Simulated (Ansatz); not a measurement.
System: hcp Be. Method: B3LYP (VWN-RPA form) in Ansatz (plane waves, PAW).

Input:

Ansatz 0.2 input:
```yaml
crystal:
  lattice:
    - [1.1281158054, -1.9539538917, 0.0]
    - [1.1281158054, 1.9539538917, 0.0]
    - [0.0, 0.0, 3.5533825424]
  atoms:
    - { symbol: Be, position: [0.3333333333, 0.6666666667, 0.25] }
    - { symbol: Be, position: [0.6666666667, 0.3333333333, 0.75] }
basis:
  ecutwfc: 460
  ecutrho_ratio: 4
  xc_grid: 2
kpoints:
  mp_grid: { grid: [15, 15, 8] }
hamiltonian:
  xc: b3lyp
  dispersion: none
  pseudopotentials: { kind: paw }
scf:
  occupations: { method: fermi_dirac, width: 0.05 }
  convergence: { dr2_threshold: 0.0000000002 }
output:
  forces: true
  stress: true
  eigenvalues: true
```

The run printed, among other lines:

```
WARN output.stress: scf.exx.energy_threshold = 1e-6 eV is looser than the 2e-8 eV advised for a stress under a hybrid functional (1e-8 eV for each atom of the …
Crystal: 2 atoms, lattice volume = 15.665 Å³
Basis set: ecut = 460 eV, 325 PW (Γ), exchange–correlation on 32×32×50 points (8 copies of the dense FFT grid, shifted against one another)
Bands: 6, of which v1, the nominal top of the filled ones, is band 2 counted from 1 (1 counted from 0)
Symmetry: 24 space group operations
Space group: P63/mmc (ITA 194), of the structure as read, at distance tolerance 2.5e-5 Å
k-points: 135 of 1800
Functional: x = 0.1 slater + 0.9 b88, c = 0.19 vwn_rpa + 0.81 lyp, warm-up for x = 0.08 slater + 0.72 b88 + 0.2 exact, c = 0.19 vwn_rpa + 0.81 lyp
SCF iter   1: F=—  HF=-186.214111 eV  |F-HF|=—  |Δ(HF+E_count)|=         —  Δρ=3.23e-3  dr2=1.24e-3
SCF iter   2: F=—  HF=-186.213936 eV  |F-HF|=—  |Δ(HF+E_count)|=   1.75e-4  Δρ=1.61e-3  dr2=3.09e-4
  ...
SCF 1 converged in 5 iterations: F = -186.213905 eV  dr2 = 5.83e-12
Crystal: 2 atoms, lattice volume = 15.665 Å³
Initial density: handed on by an earlier stage of this run
Functional: x = 0.08 slater + 0.72 b88 + 0.2 exact, c = 0.19 vwn_rpa + 0.81 lyp
Crystal: 2 atoms, lattice volume = 15.665 Å³
SCF iter   2: F=—  HF=-186.597701 eV  |F-HF|=—  |Δ(HF+E_count)|=   6.24e-9  Δρ=3.64e-6  dr2=9.83e-10
SCF iter   3: F=-186.597701 eV  HF=-186.597701 eV  |F-HF|=6.93e-12  |Δ(HF+E_count)|=   1.49e-9  Δρ=2.06e-7  dr2=8.85e-12
SCF 3 converged in 3 iterations: F = -186.597701 eV  dr2 = 8.85e-12
Free energy (F): -186.597701 eV
Internal energy: -186.597342 eV  (E = F + TS)
E sigma→0 (E₀):  -186.597521 eV
Fermi energy:    8.886170 eV
--- Forces (eV/Å), atoms counted from 1 ---
  atom   1  Be    -0.00000000    -0.00000000     0.00000000
  atom   2  Be    -0.00000000     0.00000000    -0.00000000
--- Stress (GPa, compression-positive) ---
        0.012397       0.000000       0.000000
       -0.000000       0.012397      -0.000000
        0.000000      -0.000000       0.012754
  P = ⅓ Tr σ = 0.0125 GPa (0.125 kbar)
```

The PAW data were made under PBE.

Note: the run warned that the count of filled bands differs between k points.

Ansatz is a quantum-chemistry and plane-wave program.
